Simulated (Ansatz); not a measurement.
```xyz
2

Si   -0.1392   -0.1139   -0.5608
O    -0.0660    0.0574    1.0870
```

RHF on singlet SiO was run in several spherical basis sets with Ansatz (development build ahead of 0.2.0).

Rank the basis sets by the total energy that they give, lowest first, with the distance from the lowest.
A. STO-3G
B. cc-pVDZ
C. 6-31G

B (0.00 eV), C (2.01 eV), A (119.88 eV).

Totals follow the description of the cores as much as that of the bonds, so this order isn't one of quality for chemistry.
